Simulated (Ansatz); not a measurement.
# BH5OSi: the cost of one run

The runs use Ansatz 0.2.0, Gaussian basis; the settings change from run to run.

**1. The relaxed structure**

An earlier PBE0-D4 in a triple-zeta def2 set relaxation fixed the geometry.

SMILES `BO[SiH3]`, 8 atoms, charge 0, spin multiplicity 1.

Atoms are counted from 1 here; the program's logs count them from 0.

Bond lengths: B1–O2 1.347 Å, B1–H4 1.204 Å, B1–H5 1.199 Å, O2–Si3 1.658 Å, Si3–H6 1.485 Å, Si3–H7 1.482 Å, Si3–H8 1.482 Å. Angles: O2–B1–H4 120.0°, O2–B1–H5 118.0°, H4–B1–H5 121.9°, B1–O2–Si3 132.3°, O2–Si3–H6 110.1°, O2–Si3–H7 107.9°, O2–Si3–H8 107.9°, H6–Si3–H7 110.4°, H6–Si3–H8 110.4°, H7–Si3–H8 110.0°.

**2. SPW92/aug-pcseg-2**

Options: charge +1, multiplicity 2.

The input, in.yaml:

```yaml
crystal:
  periodic: [false, false, false]
  atoms:
    - {symbol: B, position_ang: [-0.369687, 0.803386, -1.288171]}
    - {symbol: O, position_ang: [0.437364, -0.035848, -0.611657]}
    - {symbol: Si, position_ang: [0.369563, -0.652062, 0.925937]}
    - {symbol: H, position_ang: [-1.356997, 1.246061, -0.759938]}
    - {symbol: H, position_ang: [-0.071709, 1.086387, -2.414060]}
    - {symbol: H, position_ang: [-0.831742, -0.136504, 1.630955]}
    - {symbol: H, position_ang: [1.602072, -0.239441, 1.637471]}
    - {symbol: H, position_ang: [0.313336, -2.129179, 0.823563]}
basis:
  gaussian: {orbitals: aug-pcseg-2}
total_charge: 1
magnetization: {spin_polarized: true, initial_magnetization: 1}
hamiltonian: {xc: {name: SPW92}}
output: {forces: true}
```

Launch:

```sh
> ansatz run in.yaml --threads 4 --pin off --events-out ev --progress --plain --max-ram 10444MiB
```

**Question.** How long does this run take on 4 threads of Arm Neoverse V2, shared host, and how much memory does it need?

About 6 s, with a peak of 0.73 GiB.
